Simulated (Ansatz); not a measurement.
Molecular dynamics of CH7Al

The input (input.yaml):

```yaml
crystal:
  periodic: [false, false, false]
  atoms:
    - { symbol: Al, position_ang: [-0.046266, -0.28194, 0.07434] }
    - { symbol: C, position_ang: [-0.026017, -0.071553, 2.22459] }
    - { symbol: H, position_ang: [-0.986273, -0.173479, 2.767026] }
    - { symbol: H, position_ang: [0.79457, -0.4918, 2.840039] }
    - { symbol: H, position_ang: [0.18645, 1.01785, 2.138607] }
    - { symbol: H, position_ang: [1.424637, -0.050776, -0.487107] }
    - { symbol: H, position_ang: [-1.453851, 0.200114, -0.48861] }
    - { symbol: H, position_ang: [-0.193799, -1.972463, 0.529451] }
    - { symbol: H, position_ang: [-0.127652, -1.319652, 1.387365] }
basis:
  gaussian: { orbitals: def2-SVP }
hamiltonian:
  xc: pbe
md:
  timestep: 0.5
  n_steps: 200
  ensemble: nve
  temperature: 300.0
  initial_velocities: maxwell_boltzmann
  seed: 6837
```

Command:

```bash
$ ansatz run input.yaml --threads 2 --pin off --max-ram 3072MiB --backend cpu --events-out ev --progress --plain --runs-dir out
```

It starts at the highest image of a converged band, a first-order saddle point between two minima.

Output, in part (one step line in 4, the closing report, with atoms numbered from 0):

```
md step     0: t =     0.00 fs  T =   300.0 K  F+E_penalty+E_count = -7737.30038497 eV  E_kin = 0.271446 eV  conserved = -7737.02893897 eV  (25 SCF iters)
md step     4: t =     2.00 fs  T =   267.3 K  F+E_penalty+E_count = -7737.27026530 eV  E_kin = 0.241893 eV  conserved = -7737.02837261 eV  (28 SCF iters)
md step     8: t =     4.00 fs  T =   285.1 K  F+E_penalty+E_count = -7737.28617236 eV  E_kin = 0.257983 eV  conserved = -7737.02818972 eV  (28 SCF iters)
md step    12: t =     6.00 fs  T =   412.1 K  F+E_penalty+E_count = -7737.40145196 eV  E_kin = 0.372879 eV  conserved = -7737.02857305 eV  (26 SCF iters)
md step    16: t =     8.00 fs  T =   549.8 K  F+E_penalty+E_count = -7737.52755392 eV  E_kin = 0.497436 eV  conserved = -7737.03011803 eV  (25 SCF iters)
md step    20: t =    10.00 fs  T =   525.5 K  F+E_penalty+E_count = -7737.50323816 eV  E_kin = 0.475510 eV  conserved = -7737.02772835 eV  (24 SCF iters)
md step    24: t =    12.00 fs  T =   810.0 K  F+E_penalty+E_count = -7737.76354208 eV  E_kin = 0.732906 eV  conserved = -7737.03063576 eV  (25 SCF iters)
md step    28: t =    14.00 fs  T =   974.6 K  F+E_penalty+E_count = -7737.91167281 eV  E_kin = 0.881826 eV  conserved = -7737.02984710 eV  (26 SCF iters)
md step    32: t =    16.00 fs  T =   949.0 K  F+E_penalty+E_count = -7737.88714012 eV  E_kin = 0.858648 eV  conserved = -7737.02849170 eV  (26 SCF iters)
md step    36: t =    18.00 fs  T =  1078.1 K  F+E_penalty+E_count = -7738.00379940 eV  E_kin = 0.975465 eV  conserved = -7737.02833394 eV  (25 SCF iters)
md step    40: t =    20.00 fs  T =  1351.3 K  F+E_penalty+E_count = -7738.25374199 eV  E_kin = 1.222645 eV  conserved = -7737.03109686 eV  (24 SCF iters)
md step    44: t =    22.00 fs  T =  1236.9 K  F+E_penalty+E_count = -7738.14805185 eV  E_kin = 1.119191 eV  conserved = -7737.02886074 eV  (24 SCF iters)
md step    48: t =    24.00 fs  T =  1229.9 K  F+E_penalty+E_count = -7738.14296322 eV  E_kin = 1.112839 eV  conserved = -7737.03012469 eV  (24 SCF iters)
md step    52: t =    26.00 fs  T =  1198.9 K  F+E_penalty+E_count = -7738.11488557 eV  E_kin = 1.084766 eV  conserved = -7737.03011956 eV  (24 SCF iters)
md step    56: t =    28.00 fs  T =   950.3 K  F+E_penalty+E_count = -7737.88768703 eV  E_kin = 0.859884 eV  conserved = -7737.02780264 eV  (24 SCF iters)
md step    60: t =    30.00 fs  T =  1004.0 K  F+E_penalty+E_count = -7737.93710974 eV  E_kin = 0.908481 eV  conserved = -7737.02862826 eV  (24 SCF iters)
md step    64: t =    32.00 fs  T =  1126.4 K  F+E_penalty+E_count = -7738.05103531 eV  E_kin = 1.019158 eV  conserved = -7737.03187687 eV  (24 SCF iters)
md step    68: t =    34.00 fs  T =   887.7 K  F+E_penalty+E_count = -7737.82981745 eV  E_kin = 0.803182 eV  conserved = -7737.02663594 eV  (24 SCF iters)
md step    72: t =    36.00 fs  T =  1066.6 K  F+E_penalty+E_count = -7737.99635675 eV  E_kin = 0.965119 eV  conserved = -7737.03123762 eV  (24 SCF iters)
md step    76: t =    38.00 fs  T =  1017.0 K  F+E_penalty+E_count = -7737.94934360 eV  E_kin = 0.920241 eV  conserved = -7737.02910239 eV  (24 SCF iters)
md step    80: t =    40.00 fs  T =   956.2 K  F+E_penalty+E_count = -7737.89292510 eV  E_kin = 0.865153 eV  conserved = -7737.02777185 eV  (25 SCF iters)
md step    84: t =    42.00 fs  T =  1199.3 K  F+E_penalty+E_count = -7738.11500834 eV  E_kin = 1.085140 eV  conserved = -7737.02986828 eV  (24 SCF iters)
md step    88: t =    44.00 fs  T =  1253.3 K  F+E_penalty+E_count = -7738.16495533 eV  E_kin = 1.133975 eV  conserved = -7737.03098039 eV  (24 SCF iters)
md step    92: t =    46.00 fs  T =  1124.8 K  F+E_penalty+E_count = -7738.04583388 eV  E_kin = 1.017699 eV  conserved = -7737.02813507 eV  (26 SCF iters)
md step    96: t =    48.00 fs  T =  1219.7 K  F+E_penalty+E_count = -7738.13446394 eV  E_kin = 1.103576 eV  conserved = -7737.03088764 eV  (23 SCF iters)
md step   100: t =    50.00 fs  T =  1011.9 K  F+E_penalty+E_count = -7737.94398807 eV  E_kin = 0.915613 eV  conserved = -7737.02837530 eV  (25 SCF iters)
md step   104: t =    52.00 fs  T =   972.3 K  F+E_penalty+E_count = -7737.90786084 eV  E_kin = 0.879730 eV  conserved = -7737.02813051 eV  (24 SCF iters)
md step   108: t =    54.00 fs  T =  1130.7 K  F+E_penalty+E_count = -7738.05423894 eV  E_kin = 1.023042 eV  conserved = -7737.03119686 eV  (24 SCF iters)
md step   112: t =    56.00 fs  T =   995.8 K  F+E_penalty+E_count = -7737.92867321 eV  E_kin = 0.901014 eV  conserved = -7737.02765930 eV  (24 SCF iters)
md step   116: t =    58.00 fs  T =  1117.8 K  F+E_penalty+E_count = -7738.04188910 eV  E_kin = 1.011391 eV  conserved = -7737.03049822 eV  (23 SCF iters)
md step   120: t =    60.00 fs  T =  1142.1 K  F+E_penalty+E_count = -7738.06291664 eV  E_kin = 1.033379 eV  conserved = -7737.02953812 eV  (25 SCF iters)
md step   124: t =    62.00 fs  T =  1071.4 K  F+E_penalty+E_count = -7737.99768702 eV  E_kin = 0.969454 eV  conserved = -7737.02823321 eV  (25 SCF iters)
md step   128: t =    64.00 fs  T =  1206.7 K  F+E_penalty+E_count = -7738.12113160 eV  E_kin = 1.091812 eV  conserved = -7737.02931980 eV  (25 SCF iters)
md step   132: t =    66.00 fs  T =  1282.8 K  F+E_penalty+E_count = -7738.19140412 eV  E_kin = 1.160713 eV  conserved = -7737.03069105 eV  (24 SCF iters)
md step   136: t =    68.00 fs  T =  1184.0 K  F+E_penalty+E_count = -7738.09978711 eV  E_kin = 1.071330 eV  conserved = -7737.02845744 eV  (25 SCF iters)
md step   140: t =    70.00 fs  T =  1239.1 K  F+E_penalty+E_count = -7738.15146196 eV  E_kin = 1.121145 eV  conserved = -7737.03031668 eV  (24 SCF iters)
md step   144: t =    72.00 fs  T =  1102.3 K  F+E_penalty+E_count = -7738.02650003 eV  E_kin = 0.997379 eV  conserved = -7737.02912109 eV  (25 SCF iters)
md step   148: t =    74.00 fs  T =   991.3 K  F+E_penalty+E_count = -7737.92525067 eV  E_kin = 0.896933 eV  conserved = -7737.02831781 eV  (24 SCF iters)
md step   152: t =    76.00 fs  T =  1053.2 K  F+E_penalty+E_count = -7737.98310176 eV  E_kin = 0.952931 eV  conserved = -7737.03017087 eV  (24 SCF iters)
md step   156: t =    78.00 fs  T =  1003.0 K  F+E_penalty+E_count = -7737.93610925 eV  E_kin = 0.907561 eV  conserved = -7737.02854827 eV  (25 SCF iters)
md step   160: t =    80.00 fs  T =  1075.3 K  F+E_penalty+E_count = -7738.00289960 eV  E_kin = 0.972993 eV  conserved = -7737.02990709 eV  (25 SCF iters)
md step   164: t =    82.00 fs  T =  1139.5 K  F+E_penalty+E_count = -7738.06049265 eV  E_kin = 1.031082 eV  conserved = -7737.02941091 eV  (24 SCF iters)
md step   168: t =    84.00 fs  T =  1157.9 K  F+E_penalty+E_count = -7738.07688091 eV  E_kin = 1.047665 eV  conserved = -7737.02921574 eV  (24 SCF iters)
md step   172: t =    86.00 fs  T =  1192.1 K  F+E_penalty+E_count = -7738.10772228 eV  E_kin = 1.078657 eV  conserved = -7737.02906546 eV  (24 SCF iters)
md step   176: t =    88.00 fs  T =  1240.9 K  F+E_penalty+E_count = -7738.15269229 eV  E_kin = 1.122749 eV  conserved = -7737.02994300 eV  (24 SCF iters)
md step   180: t =    90.00 fs  T =  1197.6 K  F+E_penalty+E_count = -7738.11319474 eV  E_kin = 1.083576 eV  conserved = -7737.02961838 eV  (25 SCF iters)
md step   184: t =    92.00 fs  T =  1122.7 K  F+E_penalty+E_count = -7738.04480793 eV  E_kin = 1.015800 eV  conserved = -7737.02900760 eV  (25 SCF iters)
md step   188: t =    94.00 fs  T =  1097.5 K  F+E_penalty+E_count = -7738.02272606 eV  E_kin = 0.993067 eV  conserved = -7737.02965895 eV  (25 SCF iters)
md step   192: t =    96.00 fs  T =  1035.3 K  F+E_penalty+E_count = -7737.96582913 eV  E_kin = 0.936764 eV  conserved = -7737.02906529 eV  (24 SCF iters)
md step   196: t =    98.00 fs  T =   997.3 K  F+E_penalty+E_count = -7737.93151106 eV  E_kin = 0.902360 eV  conserved = -7737.02915149 eV  (26 SCF iters)
md step   200: t =   100.00 fs  T =  1032.3 K  F+E_penalty+E_count = -7737.96324179 eV  E_kin = 0.934069 eV  conserved = -7737.02917307 eV  (23 SCF iters)
Total energy: -7737.96328719 eV, -284.3649058242 hartree
Atom 0 at    -0.084889    -0.400938    -0.925669 Å, force     0.145502    -0.757721    -0.353923 eV/Å
Atom 1 at     0.028656     0.073609     4.073857 Å, force     3.294369     1.056360    -0.284093 eV/Å
Atom 2 at     0.168718     0.738967     3.160372 Å, force    -0.207199    -0.842177     0.602587 eV/Å
Atom 3 at     0.161928     0.738897     4.948752 Å, force    -0.072296    -0.016264     0.089580 eV/Å
Atom 4 at     0.846218    -0.723428     4.152205 Å, force    -0.742689     0.790804    -0.315184 eV/Å
Atom 5 at     0.900085     0.872973    -0.937700 Å, force    -0.327133     0.016317     0.191201 eV/Å
Atom 6 at    -1.451274    -0.876258    -0.255776 Å, force    -0.189708     0.633836     0.393045 eV/Å
Atom 7 at     0.305636    -1.700009    -1.779032 Å, force     0.370263     0.108284    -0.214510 eV/Å
Atom 8 at    -0.904853    -0.385784     4.130329 Å, force    -2.271109    -0.989439    -0.108704 eV/Å
Dipole moment:    -0.008811     0.175968     0.095367 e Å
```

The run went to its last step. The conserved energy stayed within 0.33 meV per atom of its start (net change -0.026 meV per atom), so the integration is sound. The kinetic energy rose, since the run started high on the potential surface and went downhill. It ends in pieces (AlH3 + CH4), so much of that is their flight and rotation, not heat. A run of 0.1 ps of so small a system gives no equilibrium averages. The orbitals stay closed-shell, which can raise the energy where a bond breaks towards radicals; this wasn't checked here.

Between its relaxed ends the band would form Al1–H8, C2–H9 and break Al1–C2, H8–H9. These pairs go: Al1–H8 1.76 → 1.60 Å, C2–H9 1.51 → 1.04 Å, Al1–C2 2.16 → 5.02 Å, H8–H9 1.08 → 6.17 Å. In the last frame they stand as after the step (other bonds may differ from the relaxed reactants and products). Also parted: Al1–H9 1.68 → 5.12 Å. It ends as AlH3 + CH4. Pairs count as bonded within 1.25 times the sum of covalent radii (0.12 Å more for H–H).

Last frame:

```xyz
9
Properties=species:S:1:pos:R:3
Al -0.085 -0.401 -0.926
C 0.029 0.074 4.074
H 0.169 0.739 3.160
H 0.162 0.739 4.949
H 0.846 -0.723 4.152
H 0.900 0.873 -0.938
H -1.451 -0.876 -0.256
H 0.306 -1.700 -1.779
H -0.905 -0.386 4.130
```

The run took 54 s on 2 threads of AMD EPYC 9R45 96-Core Processor (Zen 5), with other jobs on the host, peak memory 0.13 GiB.
